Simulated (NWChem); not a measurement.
Species: isobutane (C4H10); SMILES CC(C)C

All runs: NWChem. The level has its own optimisation; frequencies are unscaled. Brackets give each atom's bonded neighbours.

Estimate the computed values for LDA (Slater exchange, VWN5)/def2-SVP. Quantities: r C–C (Å); r C–H [C(CHHH)–H(C)] (Å); r C–H [C(CCCH)–H(C)] (Å); highest harmonic frequency (cm⁻¹); lowest (cm⁻¹); zero-point energy (kcal/mol); dipole (D).


* **r C–C (Å)**: 1.515
* **r C–H [C(CHHH)–H(C)] (Å)**: 1.112
* **r C–H [C(CCCH)–H(C)] (Å)**: 1.117
* **highest harmonic frequency (cm⁻¹)**: 3055
* **lowest (cm⁻¹)**: 226
* **zero-point energy (kcal/mol)**: 79.6
* **dipole (D)**: 0.11
